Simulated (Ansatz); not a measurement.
Process, species as SMILES: [SH] (SH) → H atom + S atom
B3LYP-D3(BJ)/def2-TZVP geometries, fixed; electronic energies without zero-point terms.

Effect of the final integration grid (spheres per factor e of radius in core and valence, angular degree) at PBE0/aug-cc-pV(Q+d)Z with Ansatz (a program for electronic structure), against the last row, where the atomisation energy is 86.85 kcal/mol. Open shells are unrestricted. The default's grid is 13, 11, 36.

| setting | largest shift of a total energy (mEh) | shift of the atomisation energy (kcal/mol) |
|---|---|---|
| accuracy: medium (default) | 0.000 | 0.000 |
| final_grid: 4, 3, 11 | 0.472 | -0.095 |
| final_grid: 6, 5, 17 | -0.012 | -0.008 |
| final_grid: 8, 7, 23 | 0.000 | 0.000 |
| final_grid: 10, 9, 29 | 0.000 | 0.000 |
| final_grid: 18, 15, 47 | 0.000 | 0.000 |
| final_grid: 26, 22, 59 | 0.000 | 0.000 |

Within 0.02 kcal/mol in the atomisation energy: accuracy: medium (default); final_grid: 6, 5, 17; final_grid: 8, 7, 23; final_grid: 10, 9, 29; final_grid: 18, 15, 47. The largest shift is 0.472 mEh in a total energy and 0.095 kcal/mol in the difference.
